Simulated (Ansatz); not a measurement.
# CH₃S radical: geometry and frequencies at several levels

The task, for CH₃S radical: geometry and frequencies at several levels. Spin multiplicity 2.

Method: the levels named in each step, in Ansatz 0.2.0.

## Step 1: The structure to begin with

Bond lengths: C1–S2 1.782 Å, C1–H3 1.090 Å, C1–H4 1.096 Å, C1–H5 1.090 Å. Angles: S2–C1–H3 111.9°, S2–C1–H4 106.4°, S2–C1–H5 111.9°, H3–C1–H4 107.7°, H3–C1–H5 110.9°, H4–C1–H5 107.7°.

As a file:

```xyz
5

C    -1.1786   -0.0610   -0.0627
S     0.5977    0.0256    0.0447
H    -1.5055   -0.7300   -0.8587
H    -1.5254   -0.4799    0.8885
H    -1.6279    0.9256   -0.1745
```

## Step 2: Frequencies, PBE0-D4/def2-TZVPP

input.yaml reads:

```yaml
crystal:
  periodic: [false, false, false]
  atoms:
    - { symbol: C, position_ang: [-1.17856308, -0.06102647, -0.06271219] }
    - { symbol: S, position_ang: [0.59766305, 0.02557084, 0.04472387] }
    - { symbol: H, position_ang: [-1.50552051, -0.72998366, -0.85867093] }
    - { symbol: H, position_ang: [-1.52542385, -0.47993536, 0.88848668] }
    - { symbol: H, position_ang: [-1.62790561, 0.92563468, -0.17451743] }
magnetization:
  spin_polarized: true
  initial_magnetization: 1
basis:
  gaussian: { orbitals: def2-TZVPP }
hamiltonian:
  xc: pbe0
  dispersion: d4
phonons: {}
```

Run with:

```bash
$ ansatz run input.yaml --threads 2 --pin off --max-ram 5120MiB --backend cpu --events-out ev --progress --plain --runs-dir out
```

After this run come: Relaxation, PBE-D4/def2-TZVPP; Frequencies, PBE-D4/def2-TZVPP; Relaxation, r2SCAN-D4/def2-TZVPP; Frequencies, r2SCAN-D4/def2-TZVPP; Relaxation, B3LYP-D4/def2-TZVPP; Frequencies, B3LYP-D4/def2-TZVPP; Relaxation, B2PLYP/def2-TZVPP.

Before running it: what results should come out? Wanted: C1–S2 at B2PLYP/def2-TZVPP; frequencies at B3LYP-D4/def2-TZVPP.

**Answer**, as computed:

```
                          quantity             value
        C1–S2 at B2PLYP/def2-TZVPP           1.795 Å
frequencies at B3LYP-D4/def2-TZVPP  576 to 3105 cm⁻¹
```

In words: The C–S distance spreads over 0.010 Å, from r2SCAN-D4/def2-TZVPP (shortest) to B3LYP-D4/def2-TZVPP. No mode is imaginary, so the geometry is a minimum.
